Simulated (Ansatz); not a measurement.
Geometry optimisation, RKS B3LYP-D4/def2-SVP in Ansatz.

input.yaml

```yaml
crystal:
  periodic: [false, false, false]
  atoms:
    - { symbol: B, position_ang: [0.0, 0.0, 0.0] }
    - { symbol: F, position_ang: [0.0, 0.0, 1.67] }
    - { symbol: H, position_ang: [1.0305, 0.0, -0.595] }
    - { symbol: H, position_ang: [-1.0305, 0.0, -0.595] }
    - { symbol: Si, position_ang: [0.094, -2.1331, 0.7095] }
    - { symbol: H, position_ang: [-0.6959, -2.9783, -0.1812] }
    - { symbol: H, position_ang: [1.4817, -2.5871, 0.7061] }
    - { symbol: H, position_ang: [-0.4425, -2.2202, 2.0645] }
    - { symbol: H, position_ang: [0.047, -1.0657, 1.6785] }
basis:
  gaussian: { orbitals: def2-SVP }
hamiltonian:
  xc: b3lyp
  dispersion: d4
relax:
  f_tol: 0.15
  max_steps: 25
  restrain:
    - { distance: [0, 4], at: 1.95, k: 30.0 }
    - { distance: [8, 1], at: 0.92, k: 30.0 }
    - { distance: [0, 1], at: 2.52, k: 30.0 }
    - { distance: [8, 4], at: 2.66, k: 30.0 }
```

Command:

```bash
$ ansatz run input.yaml --threads 1 --pin off --max-ram 2048MiB --backend cpu --events-out ev --progress --plain --runs-dir out
```

Question: Where does it end, and by what steps?

Answer: The run converged. The restraints hold the end off the free minimum. After 9 steps the energy has fallen by 3.167 eV (the restraints' own energy left out); H9 moved furthest, 0.95 Å. Parted: Si5–H9 (1.44 → 2.66 Å).

```tsv
step	energy less start (eV)	largest force component (eV/Å)	accepted
0	0.0000	6.636	yes
1	-1.6939	3.914	yes
2	-2.0988	3.462	yes
3	-2.4522	3.521	yes
4	-2.8130	2.765	yes
5	-3.1138	1.390	yes
6	-3.1312	0.823	yes
7	-3.1595	0.618	yes
8	-3.1635	0.795	yes
9	-3.1668	0.647	yes
```

```xyz
9
Properties=species:S:1:pos:R:3
B -0.003 -0.438 -0.319
F 0.367 0.233 2.076
H 0.943 0.140 -0.790
H -1.086 0.086 -0.404
Si 0.118 -2.255 0.439
H -0.537 -3.281 -0.433
H 1.497 -2.729 0.763
H -0.652 -2.274 1.738
H -0.162 -0.465 2.387
```

The run took 44 s on 1 thread of Arm Neoverse N1, with other jobs on the host, peak memory 0.14 GiB.
